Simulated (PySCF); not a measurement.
# Substituent effects on chemical shifts

Parent skeleton `[CH3:1][O-:2]`; one hydrogen on atom 1 is replaced by X. Hydrogens on one atom are averaged.

[PySCF 2.14: geometry from GFN2-xTB; shielding tensors at PBE0/pcSseg-1 (GIAO); averaged over atoms made equivalent by symmetry, fast rotation or ring inversion; in vacuum; non-relativistic; a single conformation]

Chemical shifts δ = σref − σ; TMS for ¹³C (σref 186.93), ¹H (σref 31.72); ¹⁷O (σref 336.08) against H2O, all at this level.

Parent (X = H): C1 77.0, O2 79.8, H(C1) 6.81 ppm. Effects are Δδ = δ(X) − δ(H), positive for deshielding.

Four derivatives gave (Δδ, ppm):
```json
{"compound": "1", "C1": "+20.9", "O2": "+37.0", "H(C1)": "-1.09"}
{"compound": "2", "C1": "+19.4", "O2": "+64.9", "H(C1)": "-0.13"}
{"compound": "3", "C1": "+22.0", "O2": "+96.5", "H(C1)": "-0.21"}
{"compound": "4", "C1": "+9.4", "O2": "-4.0", "H(C1)": "-0.86"}
```

Q: Their substituents are C2H5, allyl, cBu, tBu. Which is which?

A: 1: X = tBu (CC(C)(C)C[O-]); 2: X = C2H5 (CCC[O-]); 3: X = allyl (C=CCC[O-]); 4: X = cBu ([O-]CC1CCC1).

Experimental scales use liquid or dissolved standards, which lie at an offset from isolated H2O (liquid H2O: subtract about 36 ppm).
